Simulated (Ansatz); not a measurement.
# Si2H4O: small, medium and large basis sets

One table from this session's results is given with a row withheld; the runs are named, their logs left out.

The runs use Ansatz 0.2.0, Gaussian basis; one geometry, several basis sets.

Levels to be run: PBE0-D4/def2-SVP; ωB97M-V/def2-SVP; PBE0-D4/def2-QZVPP; ωB97M-V/def2-QZVPP; the functionals' def2-TZVPP values are taken from earlier runs.

### The relaxed structure

An earlier PBE0-D4 in a triple-zeta def2 set relaxation fixed the geometry.

7 atoms, charge 0, spin multiplicity 1.

Atoms are counted from 1 here; the program's logs count them from 0.

Bond lengths: O1–Si2 1.645 Å, O1–Si3 1.652 Å, Si2–H5 1.549 Å, Si3–H4 1.486 Å, Si3–H6 1.483 Å, Si3–H7 1.483 Å. Angles: Si2–O1–Si3 142.2°, O1–Si2–H5 97.6°, O1–Si3–H4 109.8°, O1–Si3–H6 108.5°, O1–Si3–H7 108.5°, H4–Si3–H6 110.1°, H4–Si3–H7 110.1°, H6–Si3–H7 109.7°.

Set-up of the first run:

Input file in.yaml:

```yaml
crystal:
  periodic: [false, false, false]
  atoms:
    - {symbol: O, position_ang: [-0.878991, -0.031078, 0.472831]}
    - {symbol: Si, position_ang: [-2.183016, 0.102050, -0.521867]}
    - {symbol: Si, position_ang: [0.772163, -0.075863, 0.462228]}
    - {symbol: H, position_ang: [1.269954, 0.036045, -0.933225]}
    - {symbol: H, position_ang: [-1.410879, 0.206120, -1.861207]}
    - {symbol: H, position_ang: [1.279510, 1.054919, 1.276713]}
    - {symbol: H, position_ang: [1.212460, -1.360194, 1.058927]}
basis:
  gaussian: {orbitals: def2-SVP}
hamiltonian: {xc: pbe0, dispersion: d4}
output: {orbitals: {seedname: orbitals}}
```

On the command line:

```console
ansatz run in.yaml --threads 2 --pin off --events-out ev --progress --plain --max-ram 4352MiB
```

Steps of the session up to this table: PBE0-D4 in def2-SVP; ωB97M-V in def2-SVP; PBE0-D4 in def2-QZVPP; ωB97M-V in def2-QZVPP.

One of the session's tables, all rows but one given; the rest of the session is left out.

It belongs to the step «Density functionals: the series». 

| functional | basis | HOMO (eV) | LUMO (eV) |
| --- | --- | --- | --- |
| PBE0-D4 | def2-SVP | ? | ? |
| PBE0-D4 | def2-TZVPP | -6.56 | -2.23 |
| PBE0-D4 | def2-QZVPP | -6.58 | -2.27 |
| ωB97M-V | def2-SVP | -8.55 | 0.00 |
| ωB97M-V | def2-TZVPP | -8.67 | -0.23 |
| ωB97M-V | def2-QZVPP | -8.70 | -0.34 |

Q: Estimate the row for PBE0-D4, def2-SVP from the others.

The run gave: HOMO (eV): -6.48; LUMO (eV): -2.12. In the column «HOMO (eV)» it is the highest.
